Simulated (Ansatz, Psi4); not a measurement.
**NS (Mononitrogen monosulfide): a line through the functionals**

NS: 2 atoms, total charge 0, spin state doublet. SMILES: `[N]=S`. The shape is that of a PBE0-D4/def2-TZVP optimisation.

The electronic atomisation energy y, in eV, basis cc-pVTZ; a is the functional's share of exact exchange. Programs: Ansatz 0.2.0, Psi4 1.11.

| functional | program | a | y (eV) |
| --- | --- | --- | --- |
| UBLYP | Psi4 | 0 | 5.25 |
| U-revPBE | Psi4 | 0 | 5.10 |
| UTPSSh | Psi4 | 0.1 | 4.74 |
| UB3LYP | Psi4 | 0.2 | ? |
| U-r2SCAN0 | Ansatz | 0.25 | 4.25 |
| UPBE0 | Psi4 | 0.25 | 4.74 |
| UBHLYP | Psi4 | 0.5 | 4.02 |

Q: Fit y = c + s·a to the known rows and predict UB3LYP.

A: 
1. Means of the 6 rows: a = 0.1833, y = 4.683.
2. Σ(Δa)² = 0.18333, Σ(Δa·Δy) = -0.42017, so the slope is -0.42017/0.18333 = -2.2919.
3. Intercept: 4.683 − (-2.2919) × 0.1833 = 5.103. The largest residual of the fit is 0.28.
4. UB3LYP: 5.103 + (-2.2919) × 0.2 = 4.64 eV.

The run gave 4.83 eV, so the prediction is off by -0.19 eV, within the largest residual. The rows mix families of semi-local functionals, which the line can't see.
